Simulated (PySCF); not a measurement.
Simulated outer-valence photoelectron spectrum of `C[S@@](=O)CF`. Level of theory: EOM-IP-CCSD/aug-cc-pVDZ in PySCF, restricted Hartree–Fock reference, 9 core orbitals frozen, non-relativistic, gas phase, PBE0-D3(BJ)/def2-SVP geometry.

Each root has a Gaussian of 0.3 eV full width with its one-hole share as area; cross sections and vibrations are left out, and the highest printed point is 100.

| ionisation energy (eV) | intensity |
| --- | --- |
| 8.8 | 2 |
| 9.0 | 33 |
| 9.2 | 50 |
| 9.4 | 6 |
| 9.6 | 0 |
| 9.8 | 2 |
| 10.0 | 35 |
| 10.2 | 47 |
| 10.4 | 5 |
| 10.6 | 0 |
| 10.8 | 0 |
| 11.0 | 0 |
| 11.2 | 0 |
| 11.4 | 0 |
| 11.6 | 0 |
| 11.8 | 0 |
| 12.0 | 0 |
| 12.2 | 0 |
| 12.4 | 1 |
| 12.6 | 19 |
| 12.8 | 56 |
| 13.0 | 14 |
| 13.2 | 1 |
| 13.4 | 32 |
| 13.6 | 100 |
| 13.8 | 46 |
| 14.0 | 3 |
| 14.2 | 0 |
| 14.4 | 2 |
| 14.6 | 35 |
| 14.8 | 49 |
| 15.0 | 40 |
| 15.2 | 49 |
| 15.4 | 10 |
| 15.6 | 42 |
| 15.8 | 41 |
| 16.0 | 3 |

**Question.** Where are the maxima, and how many lines lie under the curve?

**Answer.** 7 maxima, at 9.1, 10.1, 12.8, 13.6, 14.7, 15.1 and 15.7 eV, from 8 lines. At this width some lines have no maximum of their own.

**Question.** List the lines with their holes.

**Answer.** 
```
E (eV)  leading hole (HF orbital)  area  Koopmans (eV)
  9.13                       HOMO  0.95          10.40
 10.12                     HOMO-1  0.94          11.59
 12.79                     HOMO-2  0.95          14.32
 13.56                     HOMO-3  0.94          15.04
 13.68                     HOMO-4  0.95          15.27
 14.72                     HOMO-5  0.94          16.24
 15.13                     HOMO-6  0.95          16.63
 15.70                     HOMO-7  0.94          17.20
```

The widest gap, 2.67 eV, lies between 10.12 and 12.79 eV. Only orbitals with −ε under 21 eV, eight at most, were ionised, so the high end of the curve may lack lines.

Shape of the structure used: `[CH3:1][S@@:2](=[O:3])[CH2:4][F:5]`: C1–S2–C4–F5 57°.

One conformer stands for the species.
